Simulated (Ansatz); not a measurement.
# What a trial cell of CuRu relaxes into

Computed with Ansatz, DFT PBE, scalar-relativistic, plane waves, PAW. Cutoff 420 eV, Γ-centred k mesh, Gaussian smearing, no spin polarisation in the final step.

The start puts CuRu on the NaTl (B32) structure type (Fd-3m, No. 227), with Cu in place of Na, Ru in place of Tl, at a guessed volume.

```xyz
4
Lattice="0.0000 3.0248 3.0248 3.0248 0.0000 3.0248 3.0248 3.0248 0.0000" Properties=species:S:1:pos:R:3 pbc="T T T"
Cu    3.0248    3.0248    3.0248
Cu    4.5373    4.5373    4.5373
Ru    0.0000    0.0000    0.0000
Ru    1.5124    1.5124    1.5124
```

Cell and atoms relax at zero pressure; the relaxation can't lower the symmetry of the start. After a coarse first stage the cell is made exact in the group found at 0.06 Å.

Formation energies are uncorrected and refer to the elements' standard structures at the same level.

**Question.** Which crystal results?

**Answer.** It keeps Fd-3m (No. 227). The result has the NaTl (B32) structure. Conventional cell: a = 5.951 Å. Around Cu lie 4 Cu at 2.58 Å, 4 Ru at 2.58 Å and 6 Ru at 2.98 Å; Ru is coordinated by 4 Cu at 2.58 Å, 4 Ru at 2.58 Å and 6 Cu at 2.98 Å.

```cif
data_structure
_symmetry_space_group_name_H-M 'Fd-3m:1'
_symmetry_Int_Tables_number 227
_cell_length_a 5.9506
_cell_length_b 5.9506
_cell_length_c 5.9506
_cell_angle_alpha 90.000
_cell_angle_beta 90.000
_cell_angle_gamma 90.000
_cell_volume 210.71
loop_
_atom_site_label
_atom_site_type_symbol
_atom_site_symmetry_multiplicity
_atom_site_Wyckoff_symbol
_atom_site_fract_x
_atom_site_fract_y
_atom_site_fract_z
_atom_site_occupancy
Cu1 Cu 8 a 0.50000 0.00000 0.50000 1
Ru1 Ru 8 b 0.00000 0.00000 0.50000 1
```

**Question.** What are its volume, energy, density and gap?

**Answer.** The volume per atom is 13.17 Å³ and the density is 10.38 g/cm³. The energy over the elements is 0.34 eV/atom and the gap on the 14×14×14 mesh is 0 eV (a metal).

The final run used a 14×14×14 mesh on its 4-atom cell and 0.10 eV smearing. For metals, differences of a few meV/atom aren't resolved. A structure relaxed within its symmetry needn't be a true minimum.